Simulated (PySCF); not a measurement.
Molecule: `FP(F)P(F)F`, F₄P₂.

Bonds (- single, = double, # triple, : aromatic): F1-P2 1.615 Å, P2-F3 1.616 Å, P2-P4 2.271 Å, P4-F5 1.615 Å, P4-F6 1.616 Å.

Geometry PBE0-D3(BJ)/def2-SVP throughout; GIAO in PySCF, gas phase, one conformer, non-relativistic; equivalent atoms averaged; basis pcSseg-2.

**Question.** How do the shifts δ (against CFCl3, H3PO4 at the same level) depend on the functional? (ppm; last column core-seconds on 1 thread of an Arm Neoverse V1, shared host)

**Answer.** 
```tsv
functional	kind	F1/F3/F5/F6	P2/P4	core-s
HF	Hartree–Fock	-95.5	202.5	10
LDA	LDA	-130.0	271.9	18
PBE	GGA	-131.0	256.4	22
BLYP	GGA	-131.0	266.3	21
BP86	GGA	-131.4	258.3	22
OPBE	GGA	-128.4	236.5	22
```

**Question.** Which nucleus moves most, in ppm?

**Answer.** P2/P4 (phosphorus bonded to 2 F, P): from 202.5 ppm with HF to 271.9 ppm with LDA. The smallest spread is 35.8 ppm, at F1/F3/F5/F6.
